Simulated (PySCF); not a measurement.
**HCl⁺, PBE: how much the basis matters**

PySCF, UKS reference; doublet, unpaired electrons π ↑; De to H + Cl⁺ without counterpoise correction.

| basis | relativity | functions | Re (Å) | ωe (cm⁻¹) | De (eV) | μ (D) |
| --- | --- | --- | --- | --- | --- | --- |
| def2-SVP | no relativity | 23 | 1.342 | 2585 | 4.85 | -1.97 |
| cc-pVDZ/cc-pV(D+d)Z | no relativity | 28 | 1.341 | 2586 | 4.88 | -1.89 |
| aug-pcseg-1 | no relativity | 36 | 1.348 | 2564 | 4.83 | -1.80 |
| def2-TZVPPD | no relativity | 68 | 1.333 | 2571 | 4.92 | -1.71 |

Task: How does each smaller set differ from the one with most functions, def2-TZVPPD?

Result: def2-SVP: +0.9 pm, +0.5 % in ωe, -0.07 eV in De; cc-pVDZ/cc-pV(D+d)Z: +0.8 pm, +0.6 % in ωe, -0.04 eV in De; aug-pcseg-1: +1.5 pm, -0.3 % in ωe, -0.09 eV in De. All at PBE; the set with most functions is neither the basis-set limit nor always the best.

A positive dipole points towards Cl; it is taken about the centre of mass and depends on that origin. For an ion De counts to the pair picked by the measured ionisation energies or electron affinities, which need not be the lowest pair at this level. The state is the lowest determinant that a PBE0 search found; another state may lie lower at other levels.
